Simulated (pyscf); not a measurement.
F–CH(F)–Si(F)(F)–F + H₂O → HO–Si(F)(F)–F + F–CH₂–F (four-centre exchange; singlet surface; C–Si, H–O broken, O–Si, C–H formed). Single points on ωB97X-D3(BJ)/def2-SVP structures (PySCF, gas phase). Energies in kcal/mol from the separated reactants.

| level | barrier | reaction energy |
|---|---|---|
| ωB97X-D3(BJ)/def2-TZVP | 36.5 | -36.7 |
| r²SCAN/def2-TZVP | … | -38.4 |
| B3LYP-D3(BJ)/def2-TZVP | 36.7 | -37.6 |
| M06-2X/def2-TZVP | 33.6 | -40.9 |
| ωB97M-D3(BJ)/def2-TZVP | … | … |
| HF/def2-TZVP | 55.4 | -44.8 |

### Question
What belongs in the gaps?

### Answer

- r²SCAN/def2-TZVP, barrier: 31.1
- ωB97M-D3(BJ)/def2-TZVP, barrier: 35.6
- ωB97M-D3(BJ)/def2-TZVP, reaction energy: -37.7

The functionals in the table span 5.6 kcal/mol in this barrier, from r²SCAN to B3LYP-D3(BJ). On the reactant side the descent ends in an adduct with a O–Si contact (not fully relaxed), 6.4 kcal/mol under the separated species and 42.9 kcal/mol under the saddle at ωB97X-D3(BJ)/def2-TZVP. What is counted as formed (O–Si) is already present as a longer contact in the reactant adduct; forming that adduct is a step of its own. One saddle was located; it need not be the lowest between these sides.
